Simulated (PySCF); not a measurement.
# Structure revision by computed shifts

A compound C₄H₆O gives the data below (simulated from a calculation) and was assigned the structure `C1=CCOC1`.

$^{13}$C{$^{1}$H} NMR (computed): δ 156.5 (CH, 2C), 95.7 (CH2, 2C).

$^{1}$H NMR (500 MHz, computed): δ 6.22 (dd, J = 14.6, 7.3 Hz, 2H), 4.81 (dd, J = 14.6, 1.0 Hz, 2H), 4.28 (dd, J = 7.3, 1.0 Hz, 2H).

PySCF 2.14.0 with density-fitted response routines calculation with PBE0/pcSseg-1 with gauge-including orbitals, spin–spin couplings from B3LYP/pcJ-1 (without the spin–dipole term) and coordinates at the PBE0-D3(BJ)/def2-SVP level; a single conformation, relativity neglected, no solvent, averaged over atoms made equivalent by symmetry, fast rotation or ring inversion.

Scale: $^{1}$H, $^{13}$C vs TMS (reference shieldings calculated alike).

Q: Compare with the shifts computed for the proposed structure, pairing carbons in order of shift.

A: Numbering as in the mapped SMILES `[CH:1]1=[CH:2][CH2:3][O:4][CH2:5]1`. Each H is labelled by its parent atom.

```csv
atom,computed for proposal,given list,difference
C1,135.0,156.5,-21.5
C2,135.0,156.5,-21.5
C3,78.6,95.7,-17.1
C5,78.6,95.7,-17.1
```

The rms difference is 19.4 ppm and the largest -21.5 ppm at C1 (alkene CH). The proposal doesn't fit.

Q: Which isomer fits?

A: Vinyl ether.

- Carbon types of the structure: 2 × CH, 2 × CH2, which accounts for all hydrogens.
- δC 156.5: alkene carbon bearing oxygen; an sp2 carbon further deshielded by the attached heteroatom.
- δC 95.7: β carbon of an enol-ether or enamine type C=C; the O or N lone pair pushes π density onto this β carbon and shields it.
- δH 6.22: hydrogen on an alkene carbon bearing oxygen; attached to an sp2 carbon and in the plane of the double bond.
- δH 4.81, 4.28: hydrogen on a β carbon of an enol-ether or enamine type C=C; lone-pair donation from O or N shields it, upfield of ordinary alkene protons.
- The protons at 4.81 and 6.22 share a coupling of 14.6 Hz (vicinal, trans across C=C).
- The protons at 4.28 and 6.22 share a coupling of 7.3 Hz (vicinal, cis across C=C).

The shifts were computed for this structure.

Multiplet labels drop couplings under 1 Hz and merge nearly equal ones. Unscaled 3J(H,H) at this level run about 10 % above measured values. Shifts are as computed. Against solution values, carbons near 30 ppm lie about +2 ppm off and those near 130 ppm about +5 ppm. Of 1211 compounds with measured shifts, 218 miss one by over three times the rms of a fit or turn the order of signals round; such compounds aren't used in these exercises.
